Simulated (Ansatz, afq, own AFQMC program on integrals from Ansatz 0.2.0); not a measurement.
AFQMC on a folder of integrals that Ansatz 0.2.0 wrote.

```yaml
crystal:
  periodic: [false, false, false]
  atoms:
    - {symbol: Au, position_ang: [-0.507647, 0.003264, 0.002846]}
    - {symbol: Si, position_ang: [3.165220, -0.020352, -0.017748]}
    - {symbol: H, position_ang: [3.659454, -1.422477, -0.015457]}
    - {symbol: H, position_ang: [3.679724, 0.680241, 1.188354]}
    - {symbol: H, position_ang: [3.666082, 0.671473, -1.234606]}
basis:
  gaussian: {orbitals: def2-SVP}
magnetization: {spin_polarized: false}
correlation: {method: ccsd_t, electrons: outside_noble_gas, hamiltonian_folder: ham}
```

```sh
$ ansatz run in.yaml --threads 1 --pin off --events-out ev --progress --plain --max-ram 16896MiB --backend cuda --devices 0, --max-vram 18GiB
```

Options of the walk:

```
--method phaseless --trial cisd --walkers 4000 --populations 20 --least-time 60 --time-step 0.005 --steps-per-block 50 --equilibration-blocks 40 --max-blocks 4000 --target-error 0.00051 --factor-cut 1e-05 --seed 2622 --release-times 0.24,0.6,1.2,1.8,2.6 --release-step 0.04 --release-every 4 --taylor-order 6
```

Times are imaginary, in 1/Eh. The walk had a cap of 210 s. With eight or more populations the least sampling time is a fifth of least-time, and the error comes from their spread. Core potentials past Kr, no spin–orbit coupling.

Output of the walk:

```
orbitals 56  electrons 9 9  factors 440 of 651
reference energy -425.29592959 Eh
CCSD correlation -0.39394390 Eh in 14 cycles, weight of the determinant in the CISD state 0.7830
energy of the start -425.689887 Eh
 block  time / (1/Eh)  mean weight  energy / Eh
     1     0.250  0.9993  -425.680329
     2     0.500  0.9999  -425.683629
     3     0.750  1.0000  -425.688253
     4     1.000  0.9998  -425.690793
     5     1.250  0.9998  -425.693243
    10     2.500  0.9997  -425.698140
    15     3.750  0.9997  -425.700890
    19     4.750  0.9998  -425.702845
    29     7.250  1.0002  -425.702897
    39     9.750  1.0000  -425.704357
    41    10.250  1.0003  -425.706123
    49    12.250  1.0001  -425.703397
    59    14.750  0.9997  -425.702132
    69    17.250  1.0004  -425.702827
    79    19.750  1.0000  -425.704136
    89    22.250  1.0000  -425.703752
error from the spread of 20 populations
released: time / (1/Eh)  energy / Eh  error  mean overlap
  0.24  -425.704178  0.000354  0.9972
  0.60  -425.704430  0.000341  0.9981
  1.20  -425.704756  0.000351  0.9924
  1.80  -425.704637  0.000668  0.9935
  2.60  -425.704781  0.000564  0.9915
energy -425.703481 +/- 0.000358 Eh
(rows thinned)
```

The run passed its tests (sampling time, drift between the halves within three errors, error under three times the target), which doesn't prove that it has relaxed.

Against this walk (error 9.7 meV) on the same determinant: CCSD(T) 19.5 meV lower, CCSDT(Q) 83.0 meV lower. The error is statistical and leaves out the bias of the constraint. None of these is a sure reference here. Released to 2.60 1/Eh the energy moves by -35 ± 18 meV (both errors), within twice the noise.

Cautions: constraint bias not in the error; no spin-orbit coupling; outer-core shells of the metal frozen; higher spins were not checked; restricted determinant unstable towards unrestricted (UHF 780 meV lower, ⟨S²⟩ 0.84); strong correlation (T1 0.034, weight of the determinant 0.78, largest double 0.27); released walk and highest rung disagree (by 48 meV at 2.60 1/Eh).

The walk took 76 s on 1 × NVIDIA H100 80GB HBM3 with 2 threads of AMD EPYC 7R13 Processor (Zen 3), on a shared host (the card was shared). The log's last line is the phaseless energy.

CCSDT and higher add their correlation energy to the determinant of the CCSD(T) run, since their own runs factorise the integrals more tightly (a shift of under 2 meV). A walk keeps the symmetry of its determinant, which the program's search chose and which needn't be the lowest solution, so a lower state of the same spin and another symmetry isn't excluded.
